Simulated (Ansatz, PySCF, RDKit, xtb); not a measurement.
# SiH3O+: a search for the lowest isomer

Given the formula SiH3O+ (charge +1) and nothing else, which arrangement of the atoms is the most stable in the gas at 600 K, and what are its properties?

Plan: many cheap relaxations first (GFN2-xTB), then density-functional screening, relaxation at PBE0-D3(BJ)/def2-SVP, vibrations and a final energy. The numbers are computed, not measured.

7 further runs of the same task are left out: 7 set aside as unsound or not needed.

### Step 1. Candidates

All bonding patterns within simple valence rules are listed by program: one Lewis structure each, at most two rings and one unusual centre or charged pair. O–O, O–halogen and N–halogen bonds and N–N–N chains are not drawn. That gives 3 candidates.

```csv
label,SMILES,spin
c180,[OH2+][SiH],singlet
c480,O[SiH2+],singlet
c528,[OH2+][SiH],triplet
```

Candidates are built by distance geometry, with a force field where one applies, in up to four conformers (letters a to d). 10 starts with atoms placed at random are added, to find patterns that the rules miss.

**Question.** With final energies at CCSD(T)/def2-TZVPP, which structure will this search put lowest in free energy, and by what margin?

| quantity | value |
| --- | --- |
| lowest structure found | O[SiH2+], singlet, Cs |
| next finalist | [OH2+][SiH], singlet, 22.4 kcal/mol higher in G |
| share at equilibrium, among the finalists | 100.0 % |
| harmonic wavenumbers, lowest and highest (PBE0-D3(BJ)/def2-SVP) | 575 and 3835 cm⁻¹ |
| rotational constants, same geometry | 4.281, 0.5353, 0.4758 cm⁻¹ |
| HOMO energy (PBE0/def2-TZVPD) | -16.71 eV |
| LUMO energy (PBE0/def2-TZVPD) | -8.90 eV |
| HOMO–LUMO gap (PBE0/def2-TZVPD) | 7.80 eV |
| lowest excitation (TD-CAM-B3LYP/def2-SVPD) | 6.00 eV (f = 0.000) |
| strongest of the states computed, same level | 10.15 eV (f = 0.215) |
| lowest triplet excitation, same level, Tamm-Dancoff | 5.47 eV |
| vertical ionisation energy | 19.41 eV |
| vertical recombination energy (electron added) | 6.74 eV |
| vertical triplet less singlet | +5.44 eV |

The lowest structure found is `O[SiH2+]`. Among the finalists first place is clear (22.4 kcal/mol); structures outside the list aren't covered. r2SCAN-D4/def2-SVP, PBE0-D3(BJ)/def2-SVP, HF/def2-TZVPP and MP2/def2-TZVPP already put its bonding pattern lowest among the structures in one piece; HF/STO-3G favours the singlet [OH2+][SiH]. The search is not exhaustive (a finite list of starts, one conformer a finalist), so a lower isomer can't be ruled out.
